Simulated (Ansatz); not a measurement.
Calculated with Ansatz (gas phase, PBE0-D4/def2-TZVP geometries, no zero-point term in ΔE). CCSD(T)/CBS adds triple-zeta CCSD(T) − MP2 to the extrapolated MP2 energy (def2 sets, frozen cores). This one scheme is used for every species. DFT in def2-TZVPP. Each species was taken in one conformer, which may not be the lowest.

`NC(F)(S)C=O` + H–F → `NC(F)(F)S` + `C=O`  (substitution at a C–C bond)

Question: Is it downhill or uphill in electronic energy at CCSD(T)/CBS, and by how much? (An estimate is asked.)

Answer: Computed: Uphill: ΔE = +43.9 kJ/mol.

Question: What do these levels give: r2SCAN-D4, HF/def2-TZVPP, SCS-MP2/def2-QZVPP, HF/CBS(def2), MP2/CBS(def2), CCSD/CBS(def2)? (Best estimate.)

Answer: The calculation gave: r2SCAN-D4 32.4, HF/def2-TZVPP 11.8, SCS-MP2/def2-QZVPP 43.4, HF/CBS(def2) 11.6, MP2/CBS(def2) 54.9, CCSD/CBS(def2) 40.5 kJ/mol.

Largest T1 diagnostic among the species: 0.015.

The D4 term adds +8.9 kJ/mol with B3LYP and +4.9 kJ/mol with PBE0; it sums over pairs of atoms, weighted by their polarisabilities, and B3LYP, whose exchange is more repulsive, gets the larger term. In def2-TZVPP, CCSD(T) changes the Hartree–Fock value by +27.5 kJ/mol (the triples alone add +3.5 kJ/mol) and MP2 by +38.5 kJ/mol.

B3LYP here is the variant with VWN-RPA as its local correlation; programs differ in this.
